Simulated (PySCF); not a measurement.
## Level of theory and proton affinities: ethylene carbonate

Structure: `O=C1OCCO1` (C3H4O3). Non-hydrogen atoms are numbered in `[O:1]=[C:2]1[O:3][CH2:4][CH2:5][O:6]1`. These are map numbers, not IUPAC locants.

All levels share the PBE0-D3(BJ)/def2-SVP structures and the GFN2-xTB thermal terms; only the single-point energies (PySCF) change. Values are proton affinities (298 K, kJ/mol).

Measured (NIST Chemistry WebBook): proton affinity (−ΔH) 814 kJ/mol.

```csv
level,O1,O3,time
PBE0-D3(BJ)/6-31G,797,727,8.4 s
PBE0-D3(BJ)/def2-TZVP,827,710,–
M06-L/def2-TZVP (grid 3),827,722,2.6 min
PBE0-D3(BJ)/pcseg-2,829,711,57 s
B97-2/def2-TZVP,835,720,47 s
PBE0-D3(BJ)/cc-pVDZ,836,717,16 s
HF/def2-TZVP,851,703,15 s
```

Times are wall times for all single points of a level on 1 thread of Arm Neoverse N1, a shared host; the dash marks the run that also made the structures. M06-L ran on a slower path of this set-up, which computes the density-fitting integrals anew in every SCF cycle while the other levels store them. So the times needn't show the usual order of cost, and those levels read slower than they are.

Hartree-Fock leaves out electron correlation, so its proton affinities can be off by tens of kJ/mol.

The widest spread is that of O1: 54 kJ/mol, from 797 to 851.

Caveats: thermal terms of `O=C1OCC[OH+]1` come from a GFN2-xTB structure of other bonding.
